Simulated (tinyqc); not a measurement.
CIS and TDHF on RHF in the sto-3g basis, for H2O, spin multiplicity 1, step by step (part 2 of 2). Computed by tinyqc, a small Python program that keeps every step (integrals from PySCF). Command: `OMP_NUM_THREADS=1 python tinyqc.py 21905 21906 out.jsonl` (the two numbers bound the seeds that draw the settings). One thread of a shared host (Intel(R) Xeon(R) Processor @ 2.60GHz), about 0.1 s of CPU time with the checks.

Geometry (angstrom):
```
atom         x          y         z
O     0.000000   0.000000  0.000000
H     0.000000   0.854000  0.699000
H     0.000000  -0.854000  0.699000
```

## CIS triplet states

CIS matrix A, triplet (hartree), lower triangle:
```
           1>6        1>7        2>6        2>7        3>6        3>7       4>6       4>7
1>6  19.958840
1>7   0.000000  20.010444
2>6   0.007492   0.000000   1.093684
2>7   0.000000   0.008778   0.000000   1.181571
3>6   0.000000  -0.007552   0.000000  -0.085401   0.471391
3>7  -0.007552   0.000000  -0.085401   0.000000   0.000000   0.538084
4>6  -0.017905   0.000000  -0.047356   0.000000   0.000000  -0.061747  0.375640
4>7   0.000000  -0.003800   0.000000   0.017320  -0.061747   0.000000  0.000000  0.442288
5>6   0.000000   0.000000   0.000000   0.000000   0.000000   0.000000  0.000000  0.000000
5>7   0.000000   0.000000   0.000000   0.000000   0.000000   0.000000  0.000000  0.000000

          5>6       5>7
5>6  0.288486
5>7  0.000000  0.360267
```

Diagonalise A (1 hartree = 27.211386 eV); each vector has its largest component positive (the first on a tie).

triplet excitation energies (eV): 7.850116  9.459837  9.803366  10.648003  13.916999  15.001015  30.162909  32.449438  543.108303  544.512143

lowest vectors:
```
      state 1   state 2   state 3   state 4    state 5    state 6
1>6  0.000000  0.000947  0.000000  0.000000   0.000000  -0.000013
1>7  0.000000  0.000000  0.000000  0.000372   0.000116   0.000000
2>6  0.000000  0.098894  0.000000  0.000000   0.000000   0.114808
2>7  0.000000  0.000000  0.000000  0.052934   0.112912   0.000000
3>6  0.000000  0.000000  0.000000  0.644560   0.755028   0.000000
3>7  0.000000  0.346799  0.000000  0.000000   0.000000   0.927071
4>6  0.000000  0.932711  0.000000  0.000000   0.000000  -0.356874
4>7  0.000000  0.000000  0.000000  0.762719  -0.645897   0.000000
5>6  1.000000  0.000000  0.000000  0.000000   0.000000   0.000000
5>7  0.000000  0.000000  1.000000  0.000000   0.000000   0.000000
```

## TDHF (RPA) triplet states

Two-electron integrals over orbitals (pq|rs), unique and non-zero (hartree):
```
(11|11) 4.746737    (21|11) -0.428418   (21|21) 0.061129    (22|11) 1.019552
(22|21) -0.015146   (22|22) 0.724232    (31|31) 0.010726    (32|31) 0.016933
(32|32) 0.130806    (33|11) 0.765273    (33|21) -0.004720   (33|22) 0.617240
(33|33) 0.595578    (41|11) 0.167736    (41|21) -0.022040   (41|22) 0.012683
(41|33) 0.005646    (41|41) 0.024281    (42|11) -0.148568   (42|21) 0.008188
(42|22) -0.023069   (42|33) 0.004040    (42|41) 0.018117    (42|42) 0.129521
(43|31) -0.002676   (43|32) 0.027134    (43|43) 0.055720    (44|11) 0.933024
(44|21) -0.011307   (44|22) 0.659619    (44|33) 0.566910    (44|41) -0.008691
(44|42) -0.093612   (44|44) 0.702020    (51|51) 0.025966    (52|51) 0.033188
(52|52) 0.150122    (53|53) 0.026582    (54|51) -0.012106   (54|52) -0.044681
(54|54) 0.048700    (55|11) 1.115357    (55|21) -0.012118   (55|22) 0.754155
(55|33) 0.603538    (55|41) 0.004723    (55|42) -0.080498   (55|44) 0.690189
(55|55) 0.880159    (61|11) -0.197138   (61|21) 0.030028    (61|22) -0.001776
(61|33) 0.000686    (61|41) 0.002852    (61|42) 0.020918    (61|44) -0.015903
(61|55) -0.005336   (61|61) 0.026230    (62|11) 0.267155    (62|21) -0.006020
(62|22) 0.131925    (62|33) 0.067416    (62|41) 0.018475    (62|42) 0.031643
(62|44) 0.062564    (62|55) 0.141415    (62|61) 0.010306    (62|62) 0.095449
(63|31) 0.002727    (63|32) -0.035597   (63|43) -0.037112   (63|63) 0.073197
(64|11) 0.270172    (64|21) -0.003580   (64|22) 0.126106    (64|33) 0.049198
(64|41) 0.000850    (64|42) -0.050725   (64|44) 0.132217    (64|55) 0.149562
(64|61) -0.002139   (64|62) 0.059212    (64|64) 0.098032    (65|51) 0.013070
(65|52) 0.051146    (65|54) 0.005387    (65|65) 0.034579    (66|11) 0.787340
(66|21) -0.007492   (66|22) 0.596624    (66|33) 0.550966    (66|41) 0.017905
(66|42) 0.047356    (66|44) 0.545707    (66|55) 0.580443    (66|61) 0.008969
(66|62) 0.093424    (66|64) 0.053586    (66|66) 0.584079    (71|31) 0.014346
(71|32) 0.021587    (71|43) -0.003643   (71|63) 0.003125    (71|71) 0.019219
(72|31) 0.014753    (72|32) 0.053584    (72|43) -0.031267   (72|63) 0.030377
(72|71) 0.018874    (72|72) 0.067595    (73|11) 0.369726    (73|21) -0.007020
(73|22) 0.162260    (73|33) 0.088800    (73|41) -0.000303   (73|42) -0.079111
(73|44) 0.141244    (73|55) 0.201873    (73|61) -0.005813   (73|62) 0.068160
(73|64) 0.101790    (73|66) 0.044759    (73|73) 0.160524    (74|31) -0.008377
(74|32) -0.073377   (74|43) -0.013540   (74|63) 0.053951    (74|71) -0.011207
(74|72) -0.016820   (74|74) 0.071856    (75|53) 0.023855    (75|75) 0.024812
(76|31) 0.007552    (76|32) 0.085401    (76|43) 0.061747    (76|63) -0.064680
(76|71) 0.009854    (76|72) -0.005251   (76|74) -0.060821   (76|76) 0.111501
(77|11) 0.834349    (77|21) -0.008778   (77|22) 0.607351    (77|33) 0.582888
(77|41) 0.003800    (77|42) -0.017320   (77|44) 0.577674    (77|55) 0.607277
(77|61) -0.003546   (77|62) 0.060837    (77|64) 0.050180    (77|66) 0.550806
(77|73) 0.093111    (77|77) 0.594865
```

B(ia,jb) = - (ib|ja); the squared energies are the eigenvalues of (A - B)(A + B); 1 hartree = 27.211386 eV.

TDHF matrix B, triplet (hartree), lower triangle:
```
           1>6        1>7        2>6        2>7        3>6        3>7        4>6        4>7
1>6  -0.026230
1>7   0.000000  -0.019219
2>6  -0.010306   0.000000  -0.095449
2>7   0.000000  -0.018874   0.000000  -0.067595
3>6   0.000000   0.005813   0.000000  -0.068160  -0.073197
3>7  -0.003125   0.000000  -0.030377   0.000000   0.000000  -0.160524
4>6   0.002139   0.000000  -0.059212   0.000000   0.000000  -0.053951  -0.098032
4>7   0.000000   0.011207   0.000000   0.016820  -0.101790   0.000000   0.000000  -0.071856
5>6   0.000000   0.000000   0.000000   0.000000   0.000000   0.000000   0.000000   0.000000
5>7   0.000000   0.000000   0.000000   0.000000   0.000000   0.000000   0.000000   0.000000

           5>6        5>7
5>6  -0.034579
5>7   0.000000  -0.024812
```

squared energies w^2 (hartree^2): 0.082029  0.090418  0.121242  0.129177  0.257963  0.286133  1.217727  1.411818  398.355257  400.416839

TDHF energies from the positive w^2 (eV): 7.793518  8.182368  9.474948  9.780088  13.820686  14.555755  30.027950  32.332552  543.107679  544.511220
